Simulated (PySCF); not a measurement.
LiS⁺ at UHF-CCSD(T)

Computed with UHF-CCSD(T); Li def2-SVP, S def2-SVP; no relativity (PySCF 2.14).

- state: ³Σ⁻ (triplet), unpaired electrons π ↑↑
- bond length: 0.2543 nm
- harmonic wavenumber: 311 cm⁻¹
- force constant: 0.328 mdyn/Å
- rotational constant Be: 0.4529 cm⁻¹
- anharmonicity ωexe: 3.70 cm⁻¹
- vibration–rotation constant αe: 0.00831 cm⁻¹
- well depth De to Li⁺ + S: 82 kJ/mol
- dissociation energy D0: 80 kJ/mol

Correlated steps freeze 5 core orbitals. Correlated levels converge slowly with the basis: in double zeta they bind strong bonds too weakly, by up to about 1 eV, and carry superposition errors of some tenths. For an ion De counts to the pair picked by the measured ionisation energies or electron affinities, which need not be the lowest pair at this level. The state was picked by a PBE0 search and need not be the measured ground state.
